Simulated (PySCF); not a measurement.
# C3H6F2: the cost of one run

Computed with PySCF 2.14.0, with density-fitted response routines of our own, on a single molecule in the gas phase. Atoms count from 0, in the outputs and in this text.

### Step 1. The molecule as given

11 atoms, charge 0, multiplicity 1; geometry from: MMFF94s. The atoms were then displaced at random by about 0.03 Å, so the start is not that level's minimum.

Bonds of the start (Å): C0–C1 1.56, C1–F2 1.38, C1–C3 1.44, C3–F4 1.47, C0–H5 1.18, C0–H6 1.10, C0–H7 1.04, C1–H8 1.11, C3–H9 1.07, C3–H10 1.12.

### Step 2. Optimising the geometry at PBE0-D3(BJ)/def2-SVP

What the job is given:

```
{"job": {"xc": "PBE0", "basis": "def2-SVP", "d3": "d3bj", "grid": 1, "shake": 0.03, "kind": "geom"}, "charge": 0, "multiplicity": 1}
C      1.349280     0.123850     0.078820
C     -0.020540    -0.579860    -0.149350
F     -0.095540    -0.983740    -1.470030
C     -1.126100     0.300330     0.117990
F     -2.346920    -0.512440     0.089110
H      1.324290     1.084100    -0.605230
H      1.415030     0.536390     1.101620
H      2.192680    -0.418330    -0.190270
H     -0.030660    -1.449620     0.537860
H     -1.364800     1.047800    -0.615260
H     -1.198660     0.766030     1.135640
```

Command:

```console
$ OMP_NUM_THREADS=1 python probes_run.py task.json out
```

The driver reads the jobs from task.json and runs them one after another.

**Question.** How long does this first job take on 1 thread of Arm Neoverse V2, shared host, and how much memory does it need?

About 22 s, with a peak of 0.4 GiB.
